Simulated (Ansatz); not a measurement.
Species: HCl, charge 0, singlet. HCl (chlorane, SMILES Cl).
B3LYP-D3(BJ)/def2-TZVP minimum from Ansatz (a quantum-chemistry and plane-wave program):
```
Cl
H 1 1.2820
```

Hartree-Fock and CCSD correlation energies in hartree (Ansatz). Radicals and triplets start from unrestricted determinants; spin-orbit coupling is neglected. Correlated methods leave the cores frozen. No relativity.

```json
[
 {"basis": "cc-pV(T+d)Z", "X": "3", "E(HF)": "-460.10776", "E(corr, CCSD)": "-0.22409"},
 {"basis": "cc-pV(Q+d)Z", "X": "4", "E(HF)": "-460.11172", "E(corr, CCSD)": "-0.24242"},
 {"basis": "cc-pV(5+d)Z", "X": "5", "E(HF)": "-460.11243", "E(corr, CCSD)": "withheld"}
]
```

Problem. Fit E(corr) = E∞ + A/X³ to X = 3 and 4, predict X = 5, and compare with the run.

Solution. A = (-0.22409 - (-0.24242))/(1/27 - 1/64) = 0.8561; E∞ = -0.24242 - A/64 = -0.25580; at X = 5, E∞ + A/125 = -0.24895. The run gave -0.24823, 0.72 mEh above the prediction. The same form on X = 4 and 5 gives E∞ = -0.25433, 1.47 mEh above the first estimate.
